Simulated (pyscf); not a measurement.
Structures and frequencies: ωB97X-D3(BJ)/def2-SVP in PySCF. MP2 and CC: frozen core, UHF for open shells. ΔMP2 is the change of the MP2 total energy from the triple- to the quadruple-zeta basis.

Task: Cl–CH₂–Cl + H• → HCl + •H₂C–Cl
Surface: doublet. Broken: C–Cl. Formed: Cl–H. Give ΔE‡ and ΔE from CCSD(T)/def2-TZVPP, relative to the separated reactants.

Result: ΔE‡ = 9.9 kcal/mol, ΔE = -25.7 kcal/mol. CCSD(T)/def2-TZVPP + ΔMP2(QZVPP) gives 9.3 kcal/mol and -25.2 kcal/mol. Zero-point energy shifts the barrier by 0.0 kcal/mol. It is an atom transfer, with an imaginary mode of 1178i cm⁻¹. One saddle was located; it need not be the lowest between these sides. The angle at the transferred Cl is 177°. The CCSD(T) − MP2 part came from Ansatz, without density fitting, on the same reference.
